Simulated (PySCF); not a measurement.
## Orbital picture of OF⁺

PBE0 at R = 1.218 Å; basis O cc-pVDZ, F cc-pVDZ; no relativity; PySCF 2.14. State: ³Σ⁻ (triplet), unpaired electrons π ↑↑. Only the outer orbitals are listed, counted within each symmetry.

| spin | orbital | occ. | ε (eV) | on O (%) | main shells (%) |
| --- | --- | --- | --- | --- | --- |
| α | 3σ | 1 | -53.35 | 34 | 59 F s, 26 O s |
| α | 4σ | 1 | -39.82 | 58 | 58 O s, 34 F s |
| α | 1π | 1 | -29.90 | 45 | 55 F p, 45 O p |
| α | 1π | 1 | -29.90 | 45 | 55 F p, 45 O p |
| α | 5σ | 1 | -29.68 | 52 | 43 F p, 38 O p, 13 O s |
| α | 2π | 1 | -23.59 | 55 | 55 O p, 45 F p |
| α | 2π | 1 | -23.59 | 55 | 55 O p, 45 F p |
| α | 6σ | 0 | -9.99 | 60 | 56 O p, 40 F p |
| β | 3σ | 1 | -51.82 | 29 | 64 F s, 20 O s |
| β | 4σ | 1 | -36.82 | 54 | 54 O s, 31 F s, 15 F p |
| β | 5σ | 1 | -28.38 | 58 | 38 F p, 37 O p, 21 O s |
| β | 1π | 1 | -26.91 | 24 | 76 F p, 24 O p |
| β | 1π | 1 | -26.91 | 24 | 76 F p, 24 O p |
| β | 2π | 0 | -16.39 | 76 | 76 O p, 24 F p |
| β | 2π | 0 | -16.39 | 76 | 76 O p, 24 F p |
| β | 6σ | 0 | -8.57 | 63 | 57 O p, 36 F p |

Question: Which are the highest filled and the lowest empty level, where do they sit, and how wide is the gap?

Answer: Highest filled α 2π at -23.59 eV (in %: 55 O p, 45 F p); lowest empty β 2π at -16.39 eV (in %: 76 O p, 24 F p); the gap at PBE0 is 7.20 eV. Both belong to one degenerate shell, split only by its one-sided filling, so this is no excitation gap.

| Property | Result |
| --- | --- |
| bond order (Mayer) | 1.61 |
| ⟨S²⟩ | 2.006 |
| charge on O (Mulliken, basis-dependent) | 0.66 |
| charge on O (Löwdin, basis-dependent) | 0.62 |
| dipole moment (positive dipole points towards F; it is taken about the centre of mass and depends on that origin) | -0.85 D |
| polarisability along the bond | 9.2 bohr³ |
| polarisability across the bond | 2.5 bohr³ |

The state was picked by a PBE0 search and need not be the measured ground state.
